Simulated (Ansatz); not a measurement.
A made-up structure of CH5OS (charge +1), singlet:

O1  (-1.456, 0.405, -0.259)
C2  (-0.161, 0.600, 0.017)
S3  (0.787, -1.101, -0.241)
H4  (-1.674, 0.594, -1.180)
H5  (0.393, 1.273, -0.640)
H6  (-1.925, 0.108, 0.537)
H7  (1.921, -0.835, 0.447)
H8  (0.200, -1.754, 0.786)
(Å)

It is relaxed with PBE-D4/def2-SVP and then PBE0-D4/def2-TZVP (Ansatz 0.2.0). Atoms count as bonded within 1.22 times the sum of their covalent radii (H–H: 0.88 Å). The end point is not checked to be a true minimum.

(1) Does its bonding change? (Judge from chemistry; the calculation decides.)

Answers

(1) The calculation gives: No: no bond forms or breaks.

Where it ends: The first stage lowers the energy by 1.36 eV in 20 steps. It ends as CH₅OS ([OH2][CH][SH2]), total charge +1:
```xyz
8
angstrom
O -1.4828 0.2919 -0.5298
C -0.2696 0.2461 0.3201
S 0.5202 -1.2140 0.0594
H -1.4584 0.8345 -1.3383
H 0.2387 1.1989 0.3220
H -2.2798 0.4759 -0.0063
H 1.7094 -1.0971 -0.6143
H 1.1069 -1.4464 1.2530
```

Labels in which every atom is bracketed show which atoms are joined, not bond orders.

For scale, one of the runs: PBE0-D4/def2-TZVP relaxation, 129 basis functions, launched by `ansatz run in.yaml --threads 2 --pin off --events-out ev --progress --plain --max-ram 4352MiB`. Hardware: 2 CPU threads of an Intel Xeon Platinum 8259CL, shared host. Wall time about 31 s.
